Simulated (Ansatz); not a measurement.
# [SF3]+ (SMILES F[S+](F)F) at BCCD/def2-SV(P) (density fitting with def2-universal-jkfit, def2-SVP-rifit for correlation, start density atoms)

Aim: the vertical ionisation energy of [SF3]+ at BCCD/def2-SV(P) (density fitting with def2-universal-jkfit, def2-SVP-rifit for correlation, start density atoms), from 2 runs. 

The results are computed with Ansatz 0.2.0.

13 further runs of the same task are left out: 2 for a known fault of the program, 3 that didn't finish, 8 set aside as unsound or not needed. Runs told in other sessions of the task aren't counted.

### Step 1. The system as given

[SF3]+ has 4 atoms, charge +1, and is taken as a singlet. SMILES: `F[S+](F)F`. Geometry: relaxed at PBE0-D4/def2-TZVP.

Bond lengths: F1–S2 1.503 Å, S2–F3 1.503 Å, S2–F4 1.503 Å. Angles: F1–S2–F3 99.6°, F1–S2–F4 99.6°, F3–S2–F4 99.6°.

### Step 2. Energy and gradient at BCCD/def2-SV(P) (density fitting with def2-universal-jkfit, def2-SVP-rifit for correlation, start density atoms)

Input file input.yaml:

```yaml
crystal:
  periodic: [false, false, false]
  atoms:
    - {symbol: F, position_ang: [0.623020, 0.191030, 1.167760]}
    - {symbol: S, position_ang: [0.432770, -0.058560, -0.301740]}
    - {symbol: F, position_ang: [-0.545420, -1.197460, -0.238600]}
    - {symbol: F, position_ang: [-0.510370, 1.064990, -0.627420]}
basis:
  gaussian:
    orbitals: def2-SV_P_.json
    fitting: {mean_field: def2-universal-jkfit, correlation: def2-SVP-rifit.json}
total_charge: 1
hamiltonian:
  pseudopotentials: {relativity: none}
correlation:
  method: bccd
  electrons: all
accuracy: high
output: {forces: true, orbitals: {seedname: orbitals}}
```

The basis set def2-SV(P) is read from a file made from the Basis Set Exchange's data (not shown).

Run with:

```bash
$ ansatz run input.yaml --threads 1 --pin off --max-ram 3480MiB --events-out events.jsonl --progress --plain --runs-dir runs
```

The program printed, shortened:

```text
Warning: RAYON_NUM_THREADS=1 ignored (pool sized by the plan → 1); use --threads N
Functional definition: HF
  name "HF"
[...]
359 factors; integrals over basis functions are off by at most 8.6e-2 eV
206 factors; integrals over basis functions are off by at most 1.0e1 eV
[...]
mean field -18912.81899390 eV, -695.0332784568 hartree, gradient 1.5e-8 eV, S^2 0.000000; 0 other end points of the search recorded, 0 dependent functions left out
reference -18912.81899390 eV, -695.0332784568 hartree; 21, 21 occupied and 39, 39 virtual orbitals, 206 factors
second order -19.29590780 eV of doubles, -0.00000000 eV of singles
cycle   1  -18.92055942 eV  change    3.8e-1 eV  update   1.1e-1
[...]
cycle  19  -19.48219685 eV  change    1.7e-9 eV  update   2.1e-9
[...]
Total energy: -18932.30119075 eV, -695.7492359855 hartree
Atom 0 at     0.623020     0.191030     1.167760 Å, force     0.153519     0.228022     1.340450 eV/Å
Atom 1 at     0.432770    -0.058560    -0.301740 Å, force     1.618727    -0.219000    -1.128936 eV/Å
Atom 2 at    -0.545420    -1.197460    -0.238600 Å, force    -0.902009    -1.026239     0.069801 eV/Å
Atom 3 at    -0.510370     1.064990    -0.627420 Å, force    -0.870237     1.017218    -0.281316 eV/Å
Dipole moment:     0.356995    -0.048307    -0.248903 e Å
```

It took 13 s on 1 thread of Intel Xeon 6975P-C (Granite Rapids), shared host; peak memory 0.32 GiB.

### Step 3. Doublet [SF3]2+ at the same level

input.yaml: that of step 2 with these lines changed.

```diff
@@ -11,3 +11,6 @@
     fitting: {mean_field: def2-universal-jkfit, correlation: def2-SVP-rifit.json}
-total_charge: 1
+total_charge: 2
+magnetization:
+  spin_polarized: false
+  initial_magnetization: 1
 hamiltonian:
```

The basis set def2-SV(P) is read from a file made from the Basis Set Exchange's data (not shown).

Run with:

```bash
$ ansatz run input.yaml --threads 1 --pin off --max-ram 3480MiB --events-out events.jsonl --progress --plain --runs-dir runs
```

The program printed, shortened:

```text
Warning: RAYON_NUM_THREADS=1 ignored (pool sized by the plan → 1); use --threads N
[... 2 set-up lines as earlier in the session ...]
[...]
359 factors; integrals over basis functions are off by at most 8.6e-2 eV
206 factors; integrals over basis functions are off by at most 1.0e1 eV
[...]
mean field -18890.18245287 eV, -694.2014009176 hartree, gradient 1.2e-8 eV, S^2 0.750000; 1 other end points of the search recorded, 0 dependent functions left out
determinant -18890.18245287 eV, -694.2014009176 hartree, with singles and doubles -18909.92138835 eV, -694.9267934168 hartree
determinant -18886.80546685 eV, -694.0772989702 hartree, with singles and doubles -18907.66304715 eV, -694.8438009083 hartree
reference -18890.18245287 eV, -694.2014009176 hartree; 21, 20 occupied and 39, 40 virtual orbitals, 206 factors
second order -19.54338849 eV of doubles, -0.09272071 eV of singles
cycle   1  -19.61984552 eV  change    1.2e-1 eV  update   2.9e-2
[...]
cycle  21  -19.64465624 eV  change    1.0e-9 eV  update   4.9e-9
[...]
Total energy: -18909.82710912 eV, -694.9233287188 hartree
Atom 0 at     0.623020     0.191030     1.167760 Å, force     1.715624    -0.011037     0.090193 eV/Å
Atom 1 at     0.432770    -0.058560    -0.301740 Å, force    -3.298952     0.446423     2.299909 eV/Å
Atom 2 at    -0.545420    -1.197460    -0.238600 Å, force     0.777549    -1.125716    -1.039034 eV/Å
Atom 3 at    -0.510370     1.064990    -0.627420 Å, force     0.805779     0.690331    -1.351068 eV/Å
Dipole moment:     0.541941    -0.073332    -0.377858 e Å
```

It took 53 s on 1 thread of Intel Xeon 6975P-C (Granite Rapids), shared host; peak memory 0.85 GiB.

### Step 4. Outcome

At BCCD/def2-SV(P) (density fitting with def2-universal-jkfit, def2-SVP-rifit for correlation, start density atoms):

| quantity | value |
| --- | --- |
| singlet [SF3]+: total energy | -695.74924 Eh |
| singlet [SF3]+: HOMO energy (Hartree–Fock orbitals) | -23.61 eV |
| singlet [SF3]+: LUMO energy (Hartree–Fock orbitals) | -4.63 eV |
| singlet [SF3]+: HOMO–LUMO gap (Hartree–Fock orbitals) | 18.98 eV |
| singlet [SF3]+: correlation energy | -716.0 mEh |
| singlet [SF3]+: largest force on an atom | 1.986 eV/Å |
| doublet [SF3]2+: total energy | -694.92333 Eh |
| doublet [SF3]2+: correlation energy | -721.9 mEh |
| doublet [SF3]2+: ⟨S²⟩ of the reference determinant | 0.750 |
| doublet [SF3]2+: largest force on an atom | 4.046 eV/Å |
| vertical ionisation energy (to the doublet dication) | 22.474 eV |

What this shows: The vertical ionisation energy comes to 22.47 eV (518 kcal/mol). The largest force (singlet [SF3]+) is 1.99 eV/Å: the shape isn't a stationary point for this species at this level.
